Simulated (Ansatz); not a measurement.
Two isomers of C3H4N2O: A = `C/N=C(/O)C#N`, B = `NC1=NC=C1O`.

Isolated molecules relaxed with PBE0-D4/def2-TZVP in Ansatz; ΔE leaves out vibrations. CCSD(T)/CBS is the MP2 limit (def2-TZVPP, def2-QZVPP) plus CCSD(T) − MP2 in def2-TZVPP, frozen cores. Functionals use def2-TZVPP. B3LYP here is the variant with VWN-RPA as its local correlation; programs differ in this. One conformer a species, not always the lowest.

(1) Which isomer does CCSD(T)/CBS put lower? Give the gap. (Estimate.)

(2) Give E(B) − E(A) in kcal/mol with B2PLYP, B3LYP-D4, CCSD(T)/def2-TZVPP, ωB97M-V, HF/def2-TZVPP, PBE0-D4, B3LYP. (Best estimate.)

Largest T1 diagnostic: 0.018.

Answers

(1) The calculation gave: A, by 52.5 kcal/mol.

(2) Ansatz gave: B2PLYP 56.2, B3LYP-D4 54.0, CCSD(T)/def2-TZVPP 55.1, ωB97M-V 51.6, HF/def2-TZVPP 61.3, PBE0-D4 47.4, B3LYP 54.2. None reverses the order clearly.

In def2-TZVPP, CCSD(T) changes the Hartree–Fock value by −6.2 kcal/mol (the triples alone add −1.0 kcal/mol) and MP2 by −3.9 kcal/mol.
